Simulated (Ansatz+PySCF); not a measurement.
# doublet NO: levels of theory in one basis

```xyz
2

N     0.0000    0.0000   -0.7921
O     0.0000    0.0000    0.6931
```

Basis set: STO-3G (spherical functions). Left uncorrelated: 2 orbitals. Correlation on ROHF uses semicanonical orbitals with singles. Charge 0, multiplicity 2.

Computed with Ansatz (development build ahead of 0.2.0); each method stands on the lowest determinant of its kind that the runs found.

```tsv
method	E − E(ROHF) (eV)	<S²> of the determinant
ROHF	0.00	0.75
UHF	-2.93	1.75
ROHF-MP2	-2.25	–
UHF-MP2	-3.91	1.75
ROHF-CCSD	-5.05	–
UHF-CCSD	-5.42	1.75
ROHF-CCSD(T)	-5.44	–
UHF-CCSD(T)	-5.47	1.75
```

Question: What does full CI (lowest root of this spin) give on the same scale?

Answer: -5.55 eV.

At such a shape the full CI root can have another spatial symmetry than the determinants, so the rows needn't describe one state.

Question: Is a single determinant a sound starting point here?

Answer: It is doubtful. Unrestricted orbitals lower Hartree–Fock by 2.93 eV and <S²> is 1.75 where a pure state has 0.75, a sign of strong static correlation.

Caution for ROHF, ROHF-MP2, ROHF-CCSD, ROHF-CCSD(T): an unrestricted determinant lies well below. Caution for UHF, UHF-MP2, UHF-CCSD, UHF-CCSD(T): the unrestricted determinant is a mixture of spin states; the determinant may break the point group. Caution for ROHF-MP2, UHF-MP2, ROHF-CCSD, UHF-CCSD, ROHF-CCSD(T), UHF-CCSD(T): large amplitudes, a single reference is doubtful. Caution for ROHF-MP2, ROHF-CCSD, ROHF-CCSD(T): a plain start can end on a higher determinant. Caution for ROHF-MP2, UHF-MP2, ROHF-CCSD(T), UHF-CCSD(T): another reference gives a lower total.
